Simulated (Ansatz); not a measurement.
**Property card for CdSnAs₂**

Method: DFT r2SCAN, scalar-relativistic, plane waves, PAW (Ansatz).

Settings: cutoff 500 eV, Γ-centred mesh 8×8×8 on the computed 8-atom cell, Gaussian smearing of 0.01 eV; no spin polarisation.

The structure is relaxed at this level of theory with its symmetry kept. Whether it is the stable form of this composition wasn't checked.

```
CELL_PARAMETERS angstrom
-3.07134 3.07134 6.01468
3.07134 -3.07134 6.01468
3.07134 3.07134 -6.01468
ATOMIC_POSITIONS crystal
Cd 0.00000 0.00000 0.00000
Cd 0.75000 0.25000 0.50000
Sn 0.25000 0.75000 0.50000
Sn 0.50000 0.50000 0.00000
As 0.62049 0.62500 0.49549
As 0.37500 0.87049 0.99549
As 0.12951 0.12500 0.50451
As 0.87500 0.37951 0.00451
```

```
Space group                                                                                                                                 : I-42d (No. 122)
Volume per atom                                                                                                                             : 191.4 bohr³
Formation energy from the elements' standard states (uncorrected)                                                                           : -0.200 eV/atom
Generalised Kohn–Sham band gap                                                                                                              : 0.00 eV, direct at (-0.007, 0.007, -0.007) (the valley at (-0.023, 0.023, 0.023) lies within 0.03 eV, so the order isn't resolved)
Löwdin character of the top 1 eV of the valence band                                                                                        : As 4p 87 %, unprojected 4 %
Löwdin character of the lowest 1 eV of the conduction band                                                                                  : As 4p 46 %, Sn 5s 18 %, Cd 5s 13 %, As 4s 11 %, unprojected 6 %
Electron masses at the edge by Cartesian direction of the standard setting (m_e; degenerate bands sorted by energy; no spin-orbit coupling) : x: 0.021; y: 0.022; z: 0.013
Hole masses at the edge by Cartesian direction of the standard setting (m_e; degenerate bands sorted by energy; no spin-orbit coupling)     : x: 0.35; y: 0.057; z: 0.019
Bader charges (e)                                                                                                                           : Cd (2 in the cell) 0.56, Sn (2 in the cell) 0.84, As (4 in the cell) -0.70
```

Cost: 3 runs of about 46 core-minutes in all, on Intel Xeon Processor @ 2.50GHz (Skylake/Cascade Lake) (shared hosts).